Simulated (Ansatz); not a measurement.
A made-up structure of CH5BO, singlet:

| atom | x (Å) | y (Å) | z (Å) |
| --- | --- | --- | --- |
| B1 | 0.3694 | 0.0938 | 0.4699 |
| C2 | -0.6336 | 0.4727 | -0.6382 |
| O3 | 0.7873 | -1.2490 | 0.6014 |
| H4 | -1.0245 | -0.2519 | -1.3059 |
| H5 | -0.9383 | 1.4838 | -0.7295 |
| H6 | -0.0791 | 0.4562 | 1.4649 |
| H7 | 1.2902 | 0.7702 | 0.3394 |
| H8 | 0.3382 | -1.7688 | -0.0683 |

It is relaxed with PBE-D4/def2-SVP and then PBE0-D4/def2-TZVP (Ansatz 0.2.0). Atoms count as bonded within 1.22 times the sum of their covalent radii (H–H: 0.88 Å). The end point is not checked to be a true minimum.

Q: Does its bonding change? (Judge from chemistry; the calculation decides.)

A: The calculation gives: Yes. Formed: C2–H6; broken: B1–H6.

Where it ends: The first stage lowers the energy by 3.63 eV in 17 steps. It ends as CH₅BO ([CH3][BH][OH]):
```
8
angstrom
B 0.7110 -0.0195 0.3488
C -0.6583 0.5001 -0.2031
O 1.1088 -1.3119 0.2694
H -1.2853 -0.2637 -0.6732
H -0.4883 1.2987 -0.9336
H -1.2347 0.9638 0.6051
H 1.4933 0.7189 0.8822
H 0.4632 -1.8793 -0.1620
```

Labels in which every atom is bracketed show which atoms are joined, not bond orders.

For scale, one of the runs: PBE0-D4/def2-TZVP relaxation, 123 basis functions, launched by `ansatz run in.yaml --threads 2 --pin off --events-out ev --progress --plain --max-ram 4352MiB`. Hardware: 2 CPU threads of an Intel Xeon 6975P-C, shared host. Wall time about 8 s.
